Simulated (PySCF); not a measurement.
Molecule: SMILES C#C, C₂H₂.

Bonds (- single, = double, # triple, : aromatic): C1#C2 1.209 Å. C1 carries H3; C2 carries H4.

Geometry PBE0-D3(BJ)/def2-SVP throughout; GIAO in PySCF 2.14.0 with density-fitted response routines, gas phase, one conformer, non-relativistic; equivalent atoms averaged; functional PBE0.

Question: How do the absolute shieldings σ depend on the basis set? (ppm; last column core-seconds on shared hosts with different chips, so compare them loosely)

Answer: 
```tsv
basis set	functions	C1/C2	H3/H4	core-s
STO-3G	12	172.8	30.54	0.45
6-31G	22	130.8	30.90	0.86
pcSseg-0	22	111.5	31.19	0.9
6-31G*	32	129.5	30.53	1
def2-SVP	38	124.9	30.11	1
cc-pVDZ	38	127.7	29.94	1.2
pcSseg-1	44	109.1	29.77	1.8
aug-cc-pVDZ	64	128.0	29.94	1.5
6-311+G(2d,p)	66	112.6	30.02	1.5
def2-TZVP	74	113.0	30.04	1.7
cc-pVTZ	88	113.7	29.94	2.1
IGLO-III	90	108.2	29.94	2
pcSseg-2	100	107.5	29.87	1.9
pcSseg-3	210	107.2	29.83	7.4
```

Question: Which nucleus moves most, in ppm?

Answer: C1/C2 (terminal alkyne carbon): from 107.2 ppm with pcSseg-3 to 172.8 ppm with STO-3G. The smallest spread is 1.42 ppm, at H3/H4. Proton shifts span only some 12 ppm, so a few tenths of a ppm matter as much there as several ppm in carbon.

Question: Taking the largest basis, pcSseg-3 (210 functions), as the yardstick, rank the others by their worst heavy-atom deviation.

Answer: pcSseg-2 0.3 ppm (100 functions), IGLO-III 1.1 ppm (90 functions), pcSseg-1 1.9 ppm (44 functions), pcSseg-0 4.4 ppm (22 functions), 6-311+G(2d,p) 5.4 ppm (66 functions), def2-TZVP 5.8 ppm (74 functions), cc-pVTZ 6.5 ppm (88 functions), def2-SVP 17.7 ppm (38 functions), cc-pVDZ 20.5 ppm (38 functions), aug-cc-pVDZ 20.8 ppm (64 functions), 6-31G* 22.4 ppm (32 functions), 6-31G 23.6 ppm (22 functions), STO-3G 65.7 ppm (12 functions).

A small basis that lands close on one nucleus may do so by chance; judge by the trend and by all nuclei.
